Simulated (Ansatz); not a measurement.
Coupled-cluster diagnostics for P₄, Ansatz.

Geometry of the singlet (B3LYP-D4/def2-TZVP):

```tsv
atom	x (Å)	y (Å)	z (Å)
P1	0.160	1.465	-0.979
P2	-1.256	-2.021	0.259
P3	-0.241	-0.390	0.049
P4	1.337	0.946	0.670
```

Correlated methods freeze 20 core orbitals. Another isomer (singlet) lies 3.43 eV lower at PBE0-D4/def2-TZVP; other spin states weren't run for this one.

Q: Estimate the CCSD(T) correlation energy, the shares of MP2 and (T), T1 and the reference's ⟨S²⟩ for: charge 0, singlet, own geometry in def2-TZVPP; and the rough time on 4 threads of Arm Neoverse V1 on a shared host.

A: 
```
                          state       basis  correlation (eV)  MP2 share (%)  (T) share (%)     T1  ⟨S²⟩ (pure)  wall time                            remarks
charge 0, singlet, own geometry  def2-TZVPP           -17.687           88.9            7.4  0.022  0.00 (0.00)       20 s  large T1, restricted SCF unstable
```
Customary marks for T1 are 0.02 (closed shells), 0.045 (open shells) and about 0.05 (3d metals). T1 exceeds 0.02 in 1 of 1 rows and 0.045 in 0; the higher it lies, the less the single-reference result can be trusted.
